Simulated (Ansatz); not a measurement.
BH4NO, SMILES `NBO`, relaxed with RKS PBE-D4/def2-SVP in Ansatz 0.2.0 from a rough embedded geometry. The force threshold is 0.03 eV/Å; the program also tests the step.

The species carries charge 0 and has multiplicity 1.

Start:

```xyz
7

N    -0.286    0.836    0.600
B     0.066   -0.444   -0.049
O     0.374   -0.407   -1.453
H    -1.128    1.157    0.203
H    -0.531    0.615    1.649
H     0.109   -1.473    0.563
H     1.394   -0.285   -1.512
```

**Question.** By how much does the energy fall, and how many steps does the optimiser take? (Estimate.)

**Answer.** Ansatz gave: 1.19 eV, in 7 steps.

**Question.** Which bonds change most? (An estimate is asked.)

**Answer.** The calculation gave: N1–H5 from 1.100 to 1.017 Å; N1–B2 from 1.478 to 1.409 Å; O3–H7 from 1.029 to 0.970 Å; B2–O3 from 1.438 to 1.380 Å.

**Question.** Give the relaxed structure. (Estimate.)

**Answer.** Computed: 
```xyz
7

N    -0.580    0.617    0.662
B     0.192   -0.338   -0.028
O     0.548   -0.087   -1.337
H    -0.889    1.489    0.231
H    -0.875    0.495    1.627
H     0.527   -1.364    0.549
H     1.077   -0.812   -1.705
```
